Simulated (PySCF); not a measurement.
# A diatomic session: SiH, part 2 of 2

PySCF 2.14.0; Si pcseg-2, H pcseg-2; no relativity. The steps go on from the part before.

## Step 8: BHandHLYP (global hybrid GGA)

Log of the SCF at 1.533 Å:

```text
******** <class 'pyscf.dft.uks_symm.SymAdaptedUKS'> ********
method = SymAdaptedUKS
initial guess = minao
damping factor = 0
level_shift factor = 0
DIIS = <class 'pyscf.scf.diis.CDIIS'>
diis_start_cycle = 1
diis_space = 10
diis_damp = 0
SCF conv_tol = 1e-09
SCF conv_tol_grad = None
SCF max_cycles = 60
direct_scf = False
max_memory 909 MB (current use 305 MB)
number electrons alpha = 8  beta = 7
XC library pyscf.dft.libxc version 7.0.0
    S. Lehtola, C. Steigemann, M. J.T. Oliveira, and M. A.L. Marques.,  SoftwareX 7, 1–5 (2018)
XC functionals = BHANDHLYP
    A. D. Becke.,  J. Chem. Phys. 98, 1372 (1993)
    Defined through Gaussian implementation.
small_rho_cutoff = 0
Set gradient conv threshold to 3.16228e-05
init E= -289.995961890872
cycle= 1 E= -289.996499869735  delta_E= -0.000538  |g|= 0.00617  |ddm|= 0.0513
cycle= 2 E= -289.996515825702  delta_E= -1.6e-05  |g|= 0.00136  |ddm|= 0.007
cycle= 3 E= -289.996516960214  delta_E= -1.13e-06  |g|= 0.000355  |ddm|= 0.00179
cycle= 4 E= -289.99651720301  delta_E= -2.43e-07  |g|= 0.00013  |ddm|= 0.000934
cycle= 5 E= -289.996517247797  delta_E= -4.48e-08  |g|= 5e-05  |ddm|= 0.000476
cycle= 6 E= -289.996517255368  delta_E= -7.57e-09  |g|= 1.26e-05  |ddm|= 0.000244
cycle= 7 E= -289.996517255876  delta_E= -5.08e-10  |g|= 1.73e-06  |ddm|= 7.7e-05
Extra cycle  E= -289.996517255882  delta_E= -5.63e-12  |g|= 7.94e-07  |ddm|= 5.84e-06
converged SCF energy = -289.996517255882  <S^2> = 0.75506905  2S+1 = 2.0050626
```

Re = 1.516 Å, ωe = 2083 cm⁻¹, ωexe = 32.3 cm⁻¹, αe = 0.202 cm⁻¹, Be = 7.541 cm⁻¹, De = 3.17 eV, μ = 0.21 D. 4.9 s of CPU time for 12 points, integrals apart.

## Step 9: TPSSh (hybrid meta-GGA)

Log of the SCF at 1.533 Å:

```text
******** <class 'pyscf.dft.uks_symm.SymAdaptedUKS'> ********
method = SymAdaptedUKS
initial guess = minao
damping factor = 0
level_shift factor = 0
DIIS = <class 'pyscf.scf.diis.CDIIS'>
diis_start_cycle = 1
diis_space = 10
diis_damp = 0
SCF conv_tol = 1e-09
SCF conv_tol_grad = None
SCF max_cycles = 60
direct_scf = False
max_memory 909 MB (current use 305 MB)
number electrons alpha = 8  beta = 7
XC library pyscf.dft.libxc version 7.0.0
    S. Lehtola, C. Steigemann, M. J.T. Oliveira, and M. A.L. Marques.,  SoftwareX 7, 1–5 (2018)
XC functionals = TPSSH
    V. N. Staroverov, G. E. Scuseria, J. Tao, and J. P. Perdew.,  J. Chem. Phys. 119, 12129 (2003)
small_rho_cutoff = 0
Set gradient conv threshold to 3.16228e-05
init E= -290.009631434394
cycle= 1 E= -290.009895200745  delta_E= -0.000264  |g|= 0.00394  |ddm|= 0.0594
cycle= 2 E= -290.009906706744  delta_E= -1.15e-05  |g|= 0.00227  |ddm|= 0.01
cycle= 3 E= -290.009911391302  delta_E= -4.68e-06  |g|= 0.000576  |ddm|= 0.00535
cycle= 4 E= -290.009911875372  delta_E= -4.84e-07  |g|= 0.000195  |ddm|= 0.00161
cycle= 5 E= -290.009911952379  delta_E= -7.7e-08  |g|= 5.3e-05  |ddm|= 0.000726
cycle= 6 E= -290.00991195855  delta_E= -6.17e-09  |g|= 1.57e-05  |ddm|= 0.000232
cycle= 7 E= -290.009911958824  delta_E= -2.75e-10  |g|= 1.87e-06  |ddm|= 4.32e-05
Extra cycle  E= -290.009911958827  delta_E= -2.84e-12  |g|= 1.08e-06  |ddm|= 5.47e-06
converged SCF energy = -290.009911958827  <S^2> = 0.75591029  2S+1 = 2.0059016
```

Re = 1.528 Å, ωe = 2034 cm⁻¹, ωexe = 32.9 cm⁻¹, αe = 0.205 cm⁻¹, Be = 7.426 cm⁻¹, De = 3.28 eV, μ = 0.25 D.

## Step 10: revPBE

Log of the SCF at 1.533 Å:

```text
******** <class 'pyscf.dft.uks_symm.SymAdaptedUKS'> ********
method = SymAdaptedUKS
initial guess = minao
damping factor = 0
level_shift factor = 0
DIIS = <class 'pyscf.scf.diis.CDIIS'>
diis_start_cycle = 1
diis_space = 10
diis_damp = 0
SCF conv_tol = 1e-09
SCF conv_tol_grad = None
SCF max_cycles = 60
direct_scf = False
max_memory 909 MB (current use 305 MB)
number electrons alpha = 8  beta = 7
XC library pyscf.dft.libxc version 7.0.0
    S. Lehtola, C. Steigemann, M. J.T. Oliveira, and M. A.L. Marques.,  SoftwareX 7, 1–5 (2018)
XC functionals = PBE_R,PBE
    Y. Zhang and W. Yang.,  Phys. Rev. Lett. 80, 890 (1998)
    J. P. Perdew, K. Burke, and M. Ernzerhof.,  Phys. Rev. Lett. 77, 3865 (1996)
    J. P. Perdew, K. Burke, and M. Ernzerhof.,  Phys. Rev. Lett. 78, 1396 (1997)
small_rho_cutoff = 0
Set gradient conv threshold to 3.16228e-05
init E= -289.938345752791
cycle= 1 E= -289.938731881489  delta_E= -0.000386  |g|= 0.00868  |ddm|= 0.0336
cycle= 2 E= -289.938738642701  delta_E= -6.76e-06  |g|= 0.00444  |ddm|= 0.0143
cycle= 3 E= -289.938746623823  delta_E= -7.98e-06  |g|= 0.000977  |ddm|= 0.00892
cycle= 4 E= -289.938747563642  delta_E= -9.4e-07  |g|= 8.76e-05  |ddm|= 0.00228
cycle= 5 E= -289.938747570721  delta_E= -7.08e-09  |g|= 2.74e-05  |ddm|= 0.000214
cycle= 6 E= -289.93874757154  delta_E= -8.2e-10  |g|= 4.61e-06  |ddm|= 6.82e-05
Extra cycle  E= -289.938747571571  delta_E= -3.01e-11  |g|= 2.57e-06  |ddm|= 1.54e-05
converged SCF energy = -289.938747571571  <S^2> = 0.75416522  2S+1 = 2.0041609
```

Re = 1.548 Å, ωe = 1942 cm⁻¹, ωexe = 32.7 cm⁻¹, αe = 0.208 cm⁻¹, Be = 7.232 cm⁻¹, De = 3.06 eV, μ = 0.17 D. 3.6 s of CPU time for 12 points, integrals apart.

## Step 11: UHF

The SCF at the reference distance, 1.533 Å, printed:

```text
******** <class 'pyscf.scf.uhf_symm.SymAdaptedUHF'> ********
method = SymAdaptedUHF
initial guess = minao
damping factor = 0
level_shift factor = 0
DIIS = <class 'pyscf.scf.diis.CDIIS'>
diis_start_cycle = 1
diis_space = 10
diis_damp = 0
SCF conv_tol = 1e-09
SCF conv_tol_grad = None
SCF max_cycles = 60
direct_scf = False
max_memory 909 MB (current use 305 MB)
number electrons alpha = 8  beta = 7
Overwritten attributes  get_k get_j get_occ get_hcore get_jk  of <class 'pyscf.scf.uhf_symm.SymAdaptedUHF'>
<class 'pyscf.scf.uhf_symm.SymAdaptedUHF'> does not have attributes  refdm
Set gradient conv threshold to 3.16228e-05
init E= -289.425586054994
cycle= 1 E= -289.430346369907  delta_E= -0.00476  |g|= 0.0153  |ddm|= 0.0927
cycle= 2 E= -289.430592978233  delta_E= -0.000247  |g|= 0.0054  |ddm|= 0.0271
cycle= 3 E= -289.430643064808  delta_E= -5.01e-05  |g|= 0.0019  |ddm|= 0.0161
cycle= 4 E= -289.43065184492  delta_E= -8.78e-06  |g|= 0.000921  |ddm|= 0.00759
cycle= 5 E= -289.430654918911  delta_E= -3.07e-06  |g|= 0.000445  |ddm|= 0.00536
cycle= 6 E= -289.430655774549  delta_E= -8.56e-07  |g|= 0.000189  |ddm|= 0.00312
cycle= 7 E= -289.430655915081  delta_E= -1.41e-07  |g|= 4.07e-05  |ddm|= 0.00133
cycle= 8 E= -289.430655919411  delta_E= -4.33e-09  |g|= 8.49e-06  |ddm|= 0.000169
cycle= 9 E= -289.430655919566  delta_E= -1.55e-10  |g|= 1.35e-06  |ddm|= 2.9e-05
Extra cycle  E= -289.43065591957  delta_E= -3.58e-12  |g|= 6.48e-07  |ddm|= 2.7e-06
converged SCF energy = -289.43065591957  <S^2> = 0.76390851  2S+1 = 2.0138605
```

Re = 1.513 Å, ωe = 2133 cm⁻¹, ωexe = 31.2 cm⁻¹, αe = 0.192 cm⁻¹, Be = 7.567 cm⁻¹, De = 2.25 eV, μ = 0.32 D. 3 s of CPU time for 12 points, integrals apart.

## Step 12: Correlated methods on the Hartree–Fock reference

Reference: UHF; core orbitals frozen: 5.

Output of the coupled-cluster run at 1.533 Å:

```text
******** <class 'pyscf.cc.uccsd.UCCSD'> ********
CC2 = 0
CCSD nocc = (np.int64(3), np.int64(2)), nmo = (43, 43)
frozen orbitals [[0, 1, 2, 3, 4], [0, 1, 2, 3, 4]]
max_cycle = 80
direct = 0
conv_tol = 1e-07
conv_tol_normt = 1e-05
diis_space = 8
diis_start_cycle = 0
diis_start_energy_diff = 1e+09
max_memory 909 MB (current use 305 MB)
Init t2, MP2 energy = -0.0756289300671244
Init E_corr(UCCSD) = -0.0756289300676023
cycle = 1  E_corr(UCCSD) = -0.090129005322362  dE = -0.0145000753  norm(t1,t2) = 0.0578819
cycle = 2  E_corr(UCCSD) = -0.0945915960490856  dE = -0.00446259073  norm(t1,t2) = 0.0253855
cycle = 3  E_corr(UCCSD) = -0.0977787242738751  dE = -0.00318712822  norm(t1,t2) = 0.0131336
cycle = 4  E_corr(UCCSD) = -0.0976885890978926  dE = 9.0135176e-05  norm(t1,t2) = 0.00260076
cycle = 5  E_corr(UCCSD) = -0.0976919870747597  dE = -3.39797687e-06  norm(t1,t2) = 0.000656199
cycle = 6  E_corr(UCCSD) = -0.0976945028890888  dE = -2.51581433e-06  norm(t1,t2) = 0.00023977
cycle = 7  E_corr(UCCSD) = -0.0976921251106976  dE = 2.37777839e-06  norm(t1,t2) = 7.49176e-05
cycle = 8  E_corr(UCCSD) = -0.0976935117109994  dE = -1.3866003e-06  norm(t1,t2) = 1.66519e-05
cycle = 9  E_corr(UCCSD) = -0.0976931056608786  dE = 4.06050121e-07  norm(t1,t2) = 5.87969e-06
cycle = 10  E_corr(UCCSD) = -0.0976930967670152  dE = 8.89386335e-09  norm(t1,t2) = 2.53319e-06
UCCSD converged
E(UCCSD) = -289.5283490163368  E_corr = -0.09769309676701521
UCCSD(T) correction = -0.00237026251049363
```

Correlation energy (eV) along the bond:

```
R (Å)     MP2  SCS-MP2    CCSD  CCSD(T)     T1
1.318  -2.065   -2.275     n/a      n/a    n/a
1.380  -2.062   -2.272  -2.652   -2.714  0.016
1.441  -2.060   -2.270  -2.653   -2.716  0.016
1.487  -2.059   -2.270  -2.655   -2.719  0.016
1.533  -2.058   -2.270  -2.658   -2.723  0.017
1.579  -2.058   -2.270  -2.663   -2.728  0.017
1.640  -2.058   -2.272  -2.670   -2.737  0.017
1.717  -2.060   -2.276  -2.682   -2.751  0.017
1.809  -2.064   -2.283  -2.700   -2.773  0.018
1.932  -2.072   -2.294     n/a      n/a    n/a
```

UHF-MP2: Re = 1.513 Å, ωe = 2121 cm⁻¹, ωexe = 32.3 cm⁻¹, αe = 0.198 cm⁻¹, Be = 7.575 cm⁻¹, De = 2.96 eV.

UHF-SCS-MP2: Re = 1.513 Å, ωe = 2112 cm⁻¹, ωexe = 32.7 cm⁻¹, αe = 0.200 cm⁻¹, Be = 7.566 cm⁻¹, De = 3.09 eV.

UHF-CCSD: Re = 1.518 Å, ωe = 2078 cm⁻¹, ωexe = 34.8 cm⁻¹, αe = 0.209 cm⁻¹, Be = 7.524 cm⁻¹, De = 3.13 eV.

UHF-CCSD(T): Re = 1.519 Å, ωe = 2068 cm⁻¹, ωexe = 35.4 cm⁻¹, αe = 0.211 cm⁻¹, Be = 7.510 cm⁻¹, De = 3.15 eV.

## Step 13: The curves together

Energy (eV) from each level's lowest point:

```
R (Å)    UHF  UHF-MP2  UHF-SCS-MP2  UHF-CCSD  UHF-CCSD(T)    PBE  revPBE  r²SCAN  TPSSh   PBE0  BHandHLYP
1.318  0.413    0.406        0.408       n/a          n/a  0.502   0.508   0.454  0.448  0.464      0.409
1.380  0.174    0.170        0.172     0.180        0.183  0.242   0.246   0.207  0.203  0.214      0.175
1.441  0.044    0.043        0.044     0.049        0.051  0.087   0.089   0.066  0.063  0.069      0.046
1.487  0.003    0.002        0.003     0.006        0.007  0.025   0.026   0.014  0.013  0.016      0.005
1.533  0.000    0.000        0.000     0.000        0.000  0.000   0.000   0.000  0.000  0.000      0.000
1.579  0.029    0.029        0.028     0.025        0.024  0.006   0.005   0.016  0.018  0.015      0.026
1.640  0.107    0.106        0.104     0.095        0.093  0.051   0.049   0.075  0.080  0.074      0.098
1.717  0.252    0.250        0.245     0.229        0.224  0.154   0.150   0.195  0.203  0.193      0.235
1.809  0.474    0.468        0.461     0.433        0.424  0.323   0.318   0.384  0.397  0.384      0.444
1.932  0.820    0.806        0.795       n/a          n/a  0.597   0.591   0.682  0.702  0.688      0.769
```

The whole job (state search and all levels along the bond) took 1.1 min on 1 thread of Arm Neoverse V1 (shared host), peak memory 0.59 GiB.

## Step 14: What came out

This closing draws on all 2 parts.

Lowest PBE0 solution found, without spin–orbit coupling: ²Π (doublet), unpaired electrons π ↑. State 2 has its PBE0 minimum 1.55 eV higher. The other levels ran on the lowest alone.

```
      level  Re (Å)  ωe (cm⁻¹)  De (eV)  μ (D)
        UHF   1.513       2133     2.25   0.32
    UHF-MP2   1.513       2121     2.96    n/a
UHF-SCS-MP2   1.513       2112     3.09    n/a
   UHF-CCSD   1.518       2078     3.13    n/a
UHF-CCSD(T)   1.519       2068     3.15    n/a
        PBE   1.546       1945     3.10   0.17
     revPBE   1.548       1942     3.06   0.17
     r²SCAN   1.530       2017     3.11   0.27
      TPSSh   1.528       2034     3.28   0.25
       PBE0   1.532       2022     3.07   0.23
  BHandHLYP   1.516       2083     3.17   0.21
```

De is counted to Si + H in their ground configurations. A positive dipole means Si(−)H(+).

Differences from CCSD(T) in the same basis:

```
      level  Re (mÅ)  ωe (%)
        UHF       -6    +3.1
    UHF-MP2       -7    +2.5
UHF-SCS-MP2       -6    +2.1
   UHF-CCSD       -1    +0.5
        PBE      +27    -5.9
     revPBE      +29    -6.1
     r²SCAN      +11    -2.5
      TPSSh       +9    -1.7
       PBE0      +13    -2.2
  BHandHLYP       -3    +0.7
```

Time per point (s) on 1 thread of Arm Neoverse V1, shared host (CPU time, shared integrals of 0.06 s apart; correlated levels include their reference; CCSD comes with the CCSD(T) run); the times are rough: UHF 0.25, UHF-MP2 0.33, UHF-SCS-MP2 0.33, PBE 0.45, revPBE 0.3, r²SCAN 0.7, TPSSh 0.8, PBE0 0.7, BHandHLYP 0.41; the reference 1.6.

The cheapest levels within 10 mÅ and 2.5 % of CCSD(T): BHandHLYP (0.41 s), UHF-SCS-MP2 (0.33 s). The dearest run takes 1.6 s.

Judged by CCSD(T) in the same basis: best bond length UHF-CCSD (-1 mÅ), worst revPBE (+29 mÅ); best wavenumber UHF-CCSD (+0.5 %), worst revPBE (-6.1 %). Hartree–Fock falls on the short and stiff side, its usual fault. PBE gives a bond that is too long and too soft, as GGAs tend to. Among the levels with a De in the table, it runs from 2.25 eV (UHF) to 3.28 eV (TPSSh).

Correlated steps freeze 5 core orbitals.
